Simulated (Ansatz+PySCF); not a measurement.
A calculation with Ansatz (development build ahead of 0.2.0).

```yaml
crystal:
  periodic: [false, false, false]
  atoms:
    - { symbol: Mg, position_ang: [0.0, 0.0, 0.0] }
    - { symbol: Al, position_ang: [1.05479, 1.40639, 3.04492] }
basis:
  gaussian: { orbitals: STO-3G }
magnetization:
  initial_magnetization: 1
hamiltonian:
  xc: hf
correlation:
  method: fci
  frozen_orbitals: { Al: 5, Mg: 1 }
```

The input is written out in the form of the current development build from the run's settings.

Results

| Property | Result |
| --- | --- |
| Converged | yes |
| Total energy | -435.94973 hartree |
| State | lowest doublet root, of any spatial symmetry |
